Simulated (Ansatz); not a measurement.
Born–Oppenheimer molecular dynamics of BFH$_{4}$O (7 atoms, charge 0, multiplicity 1). It starts at the highest image of a converged band, a first-order saddle point between two minima.

All numbers below come from Ansatz, RKS B3LYP/6-31G*.

```
ensemble                      : NVE (velocity Verlet)
time step                     : 0.5 fs
steps asked                   : 200
starting velocities drawn for : 100 K
seed                          : 6851
```

First frame:

```xyz
7
Properties=species:S:1:pos:R:3
B 0.071 -0.273 -0.076
F -0.056 0.110 1.548
H 1.123 0.149 -0.438
H -0.955 0.036 -0.607
O 0.137 -1.716 0.367
H -0.703 -2.168 0.188
H 0.025 -0.992 1.463
```

Task: How far do the bonds stretch over the last three quarters of this one trajectory? (Pairs bonded in most of those frames.)

Result: 
| bond | mean (Å) | spread (Å) | shortest | longest |
| --- | --- | --- | --- | --- |
| B1–F2 | 1.379 | 0.093 | 1.26 | 1.63 |
| B1–H3 | 1.197 | 0.012 | 1.17 | 1.22 |
| B1–H4 | 1.204 | 0.021 | 1.16 | 1.24 |
| O5–H6 | 0.973 | 0.019 | 0.94 | 1.01 |
| O5–H7 | 0.979 | 0.027 | 0.95 | 1.12 |

Mean temperature of the second half: 825 K. The conserved energy stayed within 0.13 meV per atom of its start (net change 0.028 meV per atom), so the integration is sound. The system heated up, since it started high on the potential surface and ran downhill. A run of 0.1 ps of so small a system gives no equilibrium averages. The orbitals stay closed-shell, which can raise the energy where a bond breaks towards radicals; this wasn't checked here.

Run time: 4.5 min on 1 thread of Intel(R) Xeon(R) Platinum 8259CL CPU @ 2.50GHz (Skylake/Cascade Lake), on a shared host, peak memory 0.12 GiB.
